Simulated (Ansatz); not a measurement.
# CH6BN: the cost of one run

Method: RKS PBE0-D4/def2-SVP, in Ansatz 0.2.0.

### Step 1. The starting structure

Bond lengths: B1–C2 1.560 Å, C2–N3 1.458 Å, B1–H4 1.228 Å, B1–H5 1.235 Å, C2–H6 1.108 Å, C2–H7 1.135 Å, N3–H8 1.030 Å, N3–H9 1.022 Å. Angles: B1–C2–N3 110.3°, B1–C2–H6 110.3°, B1–C2–H7 105.7°, N3–C2–H6 109.7°, N3–C2–H7 110.8°, H6–C2–H7 110.0°, C2–B1–H4 123.9°, C2–B1–H5 117.9°, H4–B1–H5 118.0°, C2–N3–H8 106.1°, C2–N3–H9 111.4°, H8–N3–H9 112.1°.

Coordinates:

```xyz
9

B     0.4575    1.2070   -0.1056
C     0.1664   -0.3027   -0.3711
N    -0.4556   -0.9120    0.7986
H     1.5746    1.7119   -0.1737
H    -0.5045    1.9546    0.0968
H    -0.4981   -0.4166   -1.2505
H     1.1758   -0.7766   -0.5832
H    -0.4129   -1.9296    0.6462
H    -1.4147   -0.5823    0.9253
```

### Step 2. Relaxing end A

Input file input.yaml:

```yaml
crystal:
  periodic: [false, false, false]
  atoms:
    - { symbol: B, position_ang: [0.4575, 1.207, -0.1056] }
    - { symbol: C, position_ang: [0.1664, -0.3027, -0.3711] }
    - { symbol: "N", position_ang: [-0.4556, -0.912, 0.7986] }
    - { symbol: H, position_ang: [1.5746, 1.7119, -0.1737] }
    - { symbol: H, position_ang: [-0.5045, 1.9546, 0.0968] }
    - { symbol: H, position_ang: [-0.4981, -0.4166, -1.2505] }
    - { symbol: H, position_ang: [1.1758, -0.7766, -0.5832] }
    - { symbol: H, position_ang: [-0.4129, -1.9296, 0.6462] }
    - { symbol: H, position_ang: [-1.4147, -0.5823, 0.9253] }
basis:
  gaussian: { orbitals: def2-SVP }
hamiltonian:
  xc: pbe0
  dispersion: d4
relax:
  f_tol: 0.015
  max_steps: 40
```

On the command line:

```sh
> ansatz run input.yaml --threads 1 --pin off --max-ram 2048MiB --backend cpu --events-out ev --progress --plain --runs-dir out
```

**Question.** How long does this run take on 1 thread of Arm Neoverse V1, shared host, and how much memory does it need?

About 70 s, with a peak of 0.14 GiB.
